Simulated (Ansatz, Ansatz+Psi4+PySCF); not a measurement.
```xyz
5

C     0.0000    0.0000   -1.2193
C     0.0000    0.0000    0.0989
H     0.0000    0.9388   -1.7532
H     0.0000   -0.9388   -1.7532
O     0.0000    0.0000    1.2786
```

Basis set: cc-pVTZ (spherical functions). Frozen core: 3 orbitals. Charge 0, multiplicity 1.

Computed with Ansatz (development build ahead of 0.2.0); each method stands on the lowest determinant of its kind that the runs found. Restricted open shells among the atoms or ions are ROHF, correlated in semicanonical orbitals with singles.

Problem. Give the atomization energy at this shape (free ground-state atoms in the same class of orbitals less the molecule, no zero-point energy) of singlet C₂H₂O by RHF-CCSD(T), RHF-MP2.

Solution.

```json
{"method": "RHF-CCSD(T)", "atomization energy": "22.40 eV"}
{"method": "RHF-MP2", "atomization energy": "23.18 eV"}
```
